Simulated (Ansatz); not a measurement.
Reaction (isomerisation): `N/C(F)=C\O` → `C/N=C(/O)F`

Program: Ansatz. Geometries: PBE0-D4/def2-TZVP. ΔE: electronic, gas phase. CCSD(T)/CBS is the MP2 limit (def2-TZVPP, def2-QZVPP) plus CCSD(T) − MP2 in def2-TZVPP, frozen cores. Double bonds are as drawn, so ΔE can hold a change between cis and trans. DFT in def2-TZVPP. B3LYP here is the variant with VWN-RPA as its local correlation; programs differ in this. HSE06 is defined as in plane-wave codes. Each species was taken in one conformer, which may not be the lowest.

```
             level  ΔE (kJ/mol)  difference from CCSD(T)/CBS
            PBE-D4        -48.3                         -0.3
         revPBE-D4        -50.6                         -2.6
           BLYP-D4        -48.2                         -0.2
         r2SCAN-D4        -56.5                         -8.5
            B97M-V        -57.4                         -9.4
           PBE0-D4        -51.2                         -3.2
          B3LYP-D4        -50.2                         -2.2
        r2SCAN0-D4        -56.5                         -8.5
          HSE06-D4        -51.2                         -3.2
          BHLYP-D4        -54.2                         -6.2
      CAM-B3LYP-D4        -51.2                         -3.2
           ωB97X-V        -55.7                         -7.7
           ωB97M-V        -51.0                         -3.0
            B2PLYP        -54.5                         -6.5
          PBE-QIDH        -56.2                         -8.2
               PBE        -48.8                         -0.8
            revPBE        -51.6                         -3.6
              BLYP        -49.4                         -1.4
            r2SCAN        -56.6                         -8.6
              PBE0        -51.6                         -3.6
             B3LYP        -51.1                         -3.1
           r2SCANh        -56.6                         -8.6
           r2SCAN0        -56.6                         -8.6
             HSE06        -51.6                         -3.6
             BHLYP        -54.9                         -6.9
         CAM-B3LYP        -51.6                         -3.6
           LC-ωPBE        -53.5                         -5.5
       HF/def2-SVP        -70.7                        -22.7
      MP2/def2-SVP        -69.2                        -21.2
  CCSD(T)/def2-SVP        -64.2                        -16.2
     HF/def2-TZVPP        -67.6                        -19.6
    MP2/def2-TZVPP        -57.8                         -9.8
SCS-MP2/def2-TZVPP        -59.0                        -11.0
CCSD(T)/def2-TZVPP        -53.7                         -5.7
     HF/def2-QZVPP        -67.6                        -19.6
    MP2/def2-QZVPP        -54.5                         -6.5
SCS-MP2/def2-QZVPP        -55.8                         -7.8
      HF/CBS(def2)        -67.6                        -19.6
     MP2/CBS(def2)        -52.1                         -4.1
    CCSD/CBS(def2)        -48.7                         -0.7
       CCSD(T)/CBS        -48.0                            0
```

Largest T1 diagnostic among the species: 0.012.

In def2-TZVPP, CCSD(T) changes the Hartree–Fock value by +13.9 kJ/mol (the triples alone add +0.7 kJ/mol) and MP2 by +9.9 kJ/mol. At CCSD(T), def2-SVP lies −16.1 kJ/mol from the extrapolated value and def2-TZVPP −5.6 kJ/mol.
